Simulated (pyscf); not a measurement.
H₃C–AlH–CH₃ -> CH₄ + H₃C–Al [singlet], a 1,1-elimination (singlet surface; Al–C, Al–H broken, C–H formed). PySCF, gas phase, ωB97X-D3(BJ)/def2-SVP geometries. MP2 and CC: frozen core, UHF for open shells. ΔMP2 is the change of the MP2 total energy from the triple- to the quadruple-zeta basis. Energies in kcal/mol from the reactant's lowest minimum found.

Small-basis levels: PySCF, no dispersion term, spherical d functions. 

Quick HF/STO-3G single points give ΔE‡ = 145.4 kcal/mol and ΔE = +54.1 kcal/mol. What does CCSD(T)/def2-TZVPP + ΔMP2(QZVPP) give, and how far is the quick result from it?

CCSD(T)/def2-TZVPP + ΔMP2(QZVPP) gives ΔE‡ = 74.8 kcal/mol and ΔE = +22.7 kcal/mol. HF/STO-3G lies 70.6 kcal/mol over it in the barrier and 31.5 kcal/mol over it in the reaction energy, so on this step it does not hold to within 3.0 kcal/mol. CCSD(T)/def2-TZVPP + ΔMP2(QZVPP) has limits of its own. This is the saddle that the search found; another between the same sides may lie lower. The CCSD(T) − MP2 part came from Ansatz, without density fitting, on the same reference.
